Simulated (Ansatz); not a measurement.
Geometry optimisation, Ansatz 0.2.0, RKS PBE0-D4/def2-mTZVP.

Input:

```yaml
crystal:
  periodic: [false, false, false]
  atoms:
    - { symbol: Al, position_ang: [-0.7526, 0.9118, -1.0764] }
    - { symbol: C, position_ang: [0.7781, 0.0724, -0.2646] }
    - { symbol: Al, position_ang: [0.1521, -1.0296, 1.2656] }
    - { symbol: H, position_ang: [-1.9192, 0.0788, -1.6733] }
    - { symbol: H, position_ang: [-0.8838, 2.5429, -1.1636] }
    - { symbol: H, position_ang: [1.2779, -0.5572, -1.0161] }
    - { symbol: H, position_ang: [1.5219, 0.8506, 0.0923] }
    - { symbol: H, position_ang: [0.4845, -2.5892, 1.2724] }
    - { symbol: H, position_ang: [-0.5704, -0.3268, 2.5466] }
basis:
  gaussian: { orbitals: def2-mTZVP }
hamiltonian:
  xc: pbe0
  dispersion: d4
relax:
  f_tol: 0.015
  max_steps: 40
```

Run as:

```bash
$ ansatz run input.yaml --threads 1 --pin off --max-ram 2048MiB --backend cpu --events-out ev --progress --plain --runs-dir out
```

Question: Where does it end, and by what steps?

Answer: The run converged. The force dipped under the threshold on the way, but the program's further checks kept it going. After 14 steps the energy has fallen by 0.143 eV; H4 moved furthest, 0.77 Å.

```csv
step,energy less start (eV),largest force component (eV/Å),accepted
0,0.0000,1.311,yes
1,-0.0940,0.327,yes
2,-0.1156,0.153,yes
3,-0.1269,0.071,yes
4,-0.1292,0.227,yes
5,-0.1334,0.117,yes
6,-0.1380,0.009,yes
7,-0.1402,0.102,yes
8,-0.1415,0.040,yes
9,-0.1397,0.151,no
10,-0.1424,0.023,yes
11,-0.1426,0.035,yes
12,-0.1428,0.016,yes
13,-0.1428,0.017,no
14,-0.1429,0.007,yes
```

```xyz
9
Properties=species:S:1:pos:R:3
Al -0.769 0.901 -1.195
C 0.685 0.065 -0.220
Al 0.254 -0.967 1.365
H -1.528 0.099 -2.342
H -1.236 2.377 -0.826
H 1.200 -0.608 -0.917
H 1.370 0.865 0.087
H -0.048 -2.526 1.246
H 0.161 -0.252 2.784
```

Run time: 37 s on 1 CPU thread of a shared host.
